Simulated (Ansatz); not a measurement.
`O=C=[O+]`, charge 1, multiplicity 2.

(1) Give a relaxed structure at PBE0-D4/def2-TZVP (Ansatz). (Estimate.)

Answers

(1) The calculation gave: 
Cartesian coordinates in Å:
```
O 0.731 0.899 0.153
C 0.000 0.000 0.000
O -0.731 -0.899 -0.153
```
Point group D∞h.
